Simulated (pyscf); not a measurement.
This saddle point was located with ωB97X-D3(BJ)/def2-SVP in PySCF.

```
Si
H 1 1.5101
H 1 1.5124 2 100.43
O 1 1.8756 2 100.06 3 -100.52
H 4 0.9693 1 117.73 2 102.58
P 4 1.9415 5 113.06 1 -104.34
O 6 1.6449 4 133.92 5 107.57
H 7 0.9706 6 112.85 4 46.79
H 6 1.4222 7 99.94 8 -44.54
```

Surface: singlet, charge 0. Lowest wavenumbers (cm⁻¹): 440i, 179, 207, 250, 396.

Problem. What reaction is this the transition state of?

Solution. HO–PH–OH + SiH₂ [singlet] ⇌ HO–SiH₂–PH–OH, an insertion read from left to right: O–P broken and O–Si, P–Si formed. At CCSD(T)/def2-TZVPP + ΔMP2(QZVPP) it lies +0.12 eV from the left side and +3.06 eV from the right (each side as separated species at their lowest minima found). On the reactant side the descent ends in an adduct with a O–Si contact, 1.05 eV under the separated species and 0.94 eV under the saddle at ωB97X-D3(BJ)/def2-TZVP. What is counted as formed (O–Si) is already present as a longer contact in the reactant adduct; forming that adduct is a step of its own. At ωB97X-D3(BJ) the barrier from the zero used here is -0.11 eV. HO–SiH₂–PH–OH lies 1.23 eV over its isomer HO–SiH₂–O–PH₂, and others may lie lower still (electronic energy, ωB97M-D3(BJ)). This is the saddle that the search found; another between the same sides may lie lower. The CCSD(T) − MP2 part came from Ansatz, without density fitting, on the same reference.
